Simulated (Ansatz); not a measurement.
`OP[SiH3]` + H₂O → `OPO` + SiH₄ at 400 K and 1 bar (formal hydrolysis of a P–Si bond).

Isolated molecules relaxed with PBE0-D4/def2-TZVP in Ansatz; ΔE leaves out vibrations. CCSD(T)/CBS is the MP2 limit (def2-TZVPP, def2-QZVPP) plus CCSD(T) − MP2 in def2-TZVPP, frozen cores. This one scheme is used for every species. Each species was taken in one conformer, which may not be the lowest.

```
   species  CCSD(T)/CBS energy (Eh)  H − E (kJ/mol)  S (J/(mol·K))
`OP[SiH3]`               -708.19371           154.4          338.1
       H₂O                -76.37941            69.8          198.6
     `OPO`               -493.12147           121.6          293.9
      SiH₄               -291.46306            96.9          218.6
```

H − E and S are ideal-gas, rigid-rotor, harmonic terms from PBE0-D4/def2-TZVP, for one conformer and one mirror image of each species. 1 Eh = 2625.50 kJ/mol, R = 8.31446 J/(mol·K).

Problem. By hand: ΔE, ΔH, ΔS and ΔG.

Solution. ΔE = (-493.12147) + (-291.46306) − (-708.19371) − (-76.37941) = -0.01141 Eh = -30.0 kJ/mol. Δ(H − E) = 121.6 + 96.9 − 154.4 − 69.8 = -5.7, so ΔH = -35.7 kJ/mol. ΔS = 293.9 + 218.6 − 338.1 − 198.6 = -24.2 J/(mol·K). ΔG = -35.7 − 400 × (-24.2)/1000 = -26.0 kJ/mol.

Problem. By hand: the equilibrium constant, and the temperature at which ΔG would vanish if ΔH and ΔS stayed fixed.

Solution. log₁₀ K = −ΔG/(RT ln 10) = 3.4. ΔG = 0 at ΔH/ΔS = 1475 K.

ΔH outweighs TΔS. A doubt of 5 kJ/mol in ΔE shifts log₁₀ K by 0.7 here. Other conformers and mirror images would add mixing entropy, several J/(mol·K) or more a flexible species. These are equilibria of isolated gas molecules and say nothing of rates. Largest T1 diagnostic: 0.013 (customary marks: 0.02 for closed shells, 0.045 for open ones).
